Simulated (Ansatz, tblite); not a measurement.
**The cluster Tl2Br: a ladder of methods and basis sets**

How do method and basis change the picture of the cluster Tl2Br (doublet)?

Computed with Ansatz 0.2.0, Gaussian basis. Level: as each input shows.

The runs, in order: GFN1-xTB, GFN2-xTB, PBE-D4/def2-TZVP, r2SCAN-D4/def2-TZVP, revPBE-D4/def2-TZVP, B2PLYP/def2-TZVP, LC-ωPBE/def2-TZVP, HSE06-D4/def2-TZVP, r2SCANh-D4/def2-TZVP, PBE-D4/def2-SVP, PBE0-D4/def2-SVP, PBE0-D4/def2-TZVPD, PBE-D4/def2-TZVPD, r2SCAN-D4/def2-TZVPD, CCSD(T)/def2-SVP, MP2/def2-TZVP, RPA/def2-TZVP.

1 further run of the same task is left out (set aside as unsound or not needed).

### Step 1. The geometry

The geometry is that of the doublet, from an earlier relaxation (PBE-D4/def2-TZVP). At that level it is the lowest of the isomers that a small search found.

3 atoms, charge 0, spin multiplicity 2.

Bond lengths: Tl1–Br3 2.921 Å, Tl2–Br3 2.921 Å. Angles: Tl1–Br3–Tl2 73.2°.

Tl takes a core potential in the def2 sets. No spin-orbit coupling is included.

PBE0-D4/def2-TZVP was run before; its log isn't repeated, and its numbers join the tables.

### Step 2. GFN1-xTB

Tight binding, by tblite at 300 K electronic temperature and without a spin-polarisation term:

```python
tblite.interface.Calculator('GFN1-xTB', numbers, positions, charge=0, uhf=1).singlepoint()
```

Energy -172.2523 eV; 0.003 s.

### Step 3. GFN2-xTB

Tight binding, by tblite at 300 K electronic temperature and without a spin-polarisation term:

```python
tblite.interface.Calculator('GFN2-xTB', numbers, positions, charge=0, uhf=1).singlepoint()
```

Energy -198.2411 eV; 0.003 s.

### Step 4. PBE-D4/def2-TZVP

start.molden holds the orbitals of an earlier run on this state, given as this run's starting guess.

in.yaml reads:

```yaml
crystal:
  periodic: [false, false, false]
  atoms:
    - {symbol: Tl, position_ang: [-1.902434, 0.143743, -0.079079]}
    - {symbol: Tl, position_ang: [1.183499, -0.408385, 1.441740]}
    - {symbol: Br, position_ang: [0.718935, 0.264642, -1.362651]}
basis:
  gaussian: {orbitals: def2-TZVP, initial_orbitals: start.molden}
magnetization: {spin_polarized: true, initial_magnetization: 1}
hamiltonian: {xc: pbe, dispersion: d4}
scf: {omitted_lower_state_checks: [starts]}
output: {forces: true, orbitals: {seedname: orbitals}}
```

Command:

```bash
$ ansatz run in.yaml --threads 4 --pin off --events-out ev --progress --plain --max-ram 3916MiB
```

Further steps of the session: r2SCAN-D4/def2-TZVP; revPBE-D4/def2-TZVP; B2PLYP/def2-TZVP; LC-ωPBE/def2-TZVP; HSE06-D4/def2-TZVP; r2SCANh-D4/def2-TZVP; PBE-D4/def2-SVP; PBE0-D4/def2-SVP; PBE0-D4/def2-TZVPD; PBE-D4/def2-TZVPD; r2SCAN-D4/def2-TZVPD; CCSD(T)/def2-SVP; MP2/def2-TZVP; RPA/def2-TZVP.

**Question.** What will the summary of the whole plan be? Wanted: gap in def2-TZVP, named functionals, smallest and largest; correlation energy, CCSD(T)/def2-SVP; correlation energy, MP2/def2-TZVP; binding an atom, CCSD(T)/def2-SVP; ⟨S²⟩ in def2-TZVP, named functionals, smallest and largest; PBE0 total energy, smallest basis above largest.

The runs gave:

| quantity | value |
| --- | --- |
| gap in def2-TZVP, named functionals, smallest and largest | 0.67 eV (PBE-D4), 5.71 eV (LC-ωPBE) |
| correlation energy, CCSD(T)/def2-SVP | -10.72 eV |
| correlation energy, MP2/def2-TZVP | -27.20 eV |
| binding an atom, CCSD(T)/def2-SVP | 1.536 eV |
| ⟨S²⟩ in def2-TZVP, named functionals, smallest and largest | 0.752, 0.761 |
| PBE0 total energy, smallest basis above largest | 8.71 eV (def2-SVP, def2-TZVPD) |

Over the named functionals in def2-TZVP the gap runs from 0.67 eV (PBE-D4) to 5.71 eV (LC-ωPBE); exact exchange widens it. The functionals in def2-TZVP miss CCSD(T)/def2-SVP by +0.051 (LC-ωPBE) to +0.274 eV (PBE-D4) an atom. The yardstick is in a double-zeta basis, so levels in larger sets aren't compared like for like. The reference is CCSD(T) in one finite basis, so it carries an error of its own, often a tenth of an eV or more, and near misses can't be ranked. Over the named functionals in def2-TZVP spin contamination reaches 0.01 (LC-ωPBE), which is small.
